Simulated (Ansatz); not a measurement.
How close CCSD(T) comes to the exact answer in a basis

Each species is computed at the geometry given (Å), with frozen cores, in Ansatz 0.2.0: RHF-CCSD(T) for singlets, UHF-CCSD(T) otherwise, and full CI in the same basis. The program picks the determinant by trial CCSD, so it needn't be the lowest Hartree–Fock solution. States: N2 Σg⁺ or Δg, AlN⁺ Π, HSiAl⁺ A', SiC Π. Cases whose determinant has another symmetry than full CI's state, or whose (Q) step broke down, weren't drawn.

Problem. Judging by size, spin and bonding, rank them by the size of CCSD(T)'s error in total energy against full CI in the same basis, smallest first (an estimate).
A. SiC, triplet, 6-31G: Si 0.000 0.000 0.000; C 0.000 0.000 1.636
B. N₂, singlet, 6-31G: N 0.000 0.000 0.000; N 0.000 0.000 1.089
C. AlN⁺, doublet, 6-31G: Al 0.000 0.000 0.000; N 0.000 0.000 1.668
D. HSiAl⁺, doublet, 6-31G: Si 0.000 -0.066 1.278; Al 0.000 0.014 -1.368; H 0.000 1.455 1.007

Solution. D (15.0 meV), B (48.6 meV), A (65.8 meV), C (133.2 meV).

| species | basis | correlated electrons | CCSD(T) − full CI (meV) | CCSDT(Q) − full CI (meV) | unpaired electrons (full CI) | T1 | ⟨S²⟩ of the determinant |
| --- | --- | --- | --- | --- | --- | --- | --- |
| HSiAl⁺, doublet | 6-31G | 7 | 15.0 | 0.7 | 1.10 | 0.024 | 0.81 |
| N2, singlet | 6-31G | 10 | 48.6 | -1.9 | 0.09 | 0.012 | 0.00 |
| SiC, triplet | 6-31G | 8 | 65.8 | 9.1 | 2.16 | 0.090 | 2.45 |
| AlN⁺, doublet | 6-31G | 7 | 133.2* | -13.8 | 1.67 | 0.083 | 1.78 |

Unpaired electrons are Σ n²(2−n)² over natural occupations; an open shell counts its own unpaired electrons too. Frozen cores follow each run's orbitals, which moves totals by a few meV. An asterisk marks runs whose energy the program itself flagged as in doubt.
